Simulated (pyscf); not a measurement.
## Addition across a multiple bond or ene-type step: H₂Si=S + H₂S -> H₃Si–S–SH

Gas phase, singlet surface, charge 0. Bonds broken: S5–H6. Bonds formed: S1–S5, Si2–H6. Optimised with ωB97X-D3(BJ)/def2-SVP in PySCF. Correlated levels are frozen-core, on RHF or UHF. ΔMP2 is the change of the MP2 total energy from the triple- to the quadruple-zeta basis.

Transition state (Å):

```xyz
7

S     -1.3902     0.6906     0.1311
Si     0.7415     0.2687     0.0339
H      1.2289     1.4280     0.8661
H      1.0218     0.7170    -1.3800
S     -2.0357    -1.4051     0.7413
H     -0.7370    -1.7972     0.9342
H     -2.0995    -1.9690    -0.4857
```

One imaginary mode, 411i cm⁻¹; descent along it reached the two sides named.

```
bond    change  reactant side (Å)  saddle  product side
------  ------  -----------------  ------  ------------
S5–H6   breaks              1.346   1.370           3.4
S1–S5    forms                3.7   2.276         2.087
Si2–H6   forms                3.6     2.7         1.487
```

Electronic energies relative to the separated reactants (kJ/mol):

```json
[
 {"level": "ωB97X-D3(BJ)/def2-TZVP", "barrier": "210.6", "reaction energy": "-94.6", "reverse barrier": "305.1"},
 {"level": "PBE/def2-TZVP", "barrier": "170.2", "reaction energy": "-73.1", "reverse barrier": "243.3"},
 {"level": "r²SCAN/def2-TZVP", "barrier": "193.8", "reaction energy": "-75.7", "reverse barrier": "269.5"},
 {"level": "B3LYP-D3(BJ)/def2-TZVP", "barrier": "194.9", "reaction energy": "-75.0", "reverse barrier": "269.9"},
 {"level": "PBE0-D3(BJ)/def2-TZVP", "barrier": "186.9", "reaction energy": "-86.5", "reverse barrier": "273.4"},
 {"level": "M06-2X/def2-TZVP", "barrier": "211.4", "reaction energy": "-78.3", "reverse barrier": "289.7"},
 {"level": "ωB97M-D3(BJ)/def2-TZVP", "barrier": "215.6", "reaction energy": "-74.0", "reverse barrier": "289.6"},
 {"level": "HF/def2-TZVP", "barrier": "290.2", "reaction energy": "-57.8", "reverse barrier": "347.9"},
 {"level": "MP2/def2-QZVPP", "barrier": "236.3", "reaction energy": "-70.3", "reverse barrier": "306.6"},
 {"level": "CCSD/def2-TZVPP", "barrier": "238.9", "reaction energy": "-62.7", "reverse barrier": "301.6"},
 {"level": "CCSD(T)/def2-TZVPP", "barrier": "224.8", "reaction energy": "-63.1", "reverse barrier": "287.8"},
 {"level": "CCSD(T)/def2-TZVPP + ΔMP2(QZVPP)", "barrier": "221.2", "reaction energy": "-67.3", "reverse barrier": "288.5"}
]
```

With CCSD(T)/def2-TZVPP + ΔMP2(QZVPP) energies and thermal terms (ideal gas, 1 atm, RRHO with modes under 100 cm⁻¹ raised to 100, one conformer, R ln 2 for chiral ones without a mode under 150 cm⁻¹), in kJ/mol:

```
T (K)    ΔH‡    ΔG‡     ΔH     ΔG
-----  -----  -----  -----  -----
298    221.8  261.8  -60.5  -20.4
600    223.4  301.9  -57.9  +19.4
900    226.0  340.5  -53.5  +57.1
1200   228.8  378.3  -48.6  +93.2
```

The reactants may also form a dative adduct at H₂Si=S; it and routes through it were not searched. The same reactants have a lower exit, to S=SiH–SH + H₂ (barrier +64.0 kJ/mol at ωB97M-D3(BJ), against +215.6 kJ/mol here). One saddle was located; it need not be the lowest between these sides. The CCSD(T) − MP2 part came from Ansatz, without density fitting, on the same reference. The largest closed-shell T1 diagnostic is 0.036, which may signal static correlation.
